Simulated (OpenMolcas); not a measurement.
## How methods differ on SiH (SMILES [SiH])

SiH has 2 atoms, charge 0, and is taken as a doublet. As SMILES, `[SiH]`. Geometry: relaxed at PBE0-D4/def2-TZVP.

```xyz
2

Si    0.0000    0.0000   -0.0076
H     0.0000    0.0000    1.5241
```

Quantity: the energy change with the Si1–H2 bond stretched from 1.532 to 2.654 Å, in eV. The values are calculated.

| level | kind | program | value (eV) | less FCI/cc-pVDZ | CPU time (all runs) |
| --- | --- | --- | --- | --- | --- |
| CASPT2(3,3)/cc-pVDZ | multireference | OpenMolcas | 2.18 | -0.01 | 6 s |
| CASSCF(3,3)/cc-pVDZ | multireference | OpenMolcas | 2.01 | -0.18 | 6 s |
| CASSCF(5,5)/cc-pVDZ | multireference | OpenMolcas | 2.03 | -0.16 | 9 s |
| MC-PDFT[tPBE](5,5)/cc-pVDZ | multireference | OpenMolcas | 2.18 | -0.01 | 9.6 s |
| MRCI(3,3)/cc-pVDZ | multireference | OpenMolcas | 2.17 | -0.02 | 5.9 s |
| MRCI(5,5)/cc-pVDZ | multireference | OpenMolcas | 2.18 | -0.01 | 9.4 s |
| SC-NEVPT2(5,5)/cc-pVDZ | multireference | OpenMolcas | 2.10 | -0.09 | 8.5 s |
| FCI/cc-pVDZ | exact in the basis | OpenMolcas | 2.19 | 0.00 | 10 s |

FCI/cc-pVDZ is exact within its basis and frozen core, so for wave-function methods in that basis the difference is their error. The first shape isn't each level's own minimum. The values span 2.01 to 2.19 eV. Times are those of the runs behind each value, whatever else they computed, on shared processors of several kinds: orders of magnitude only.
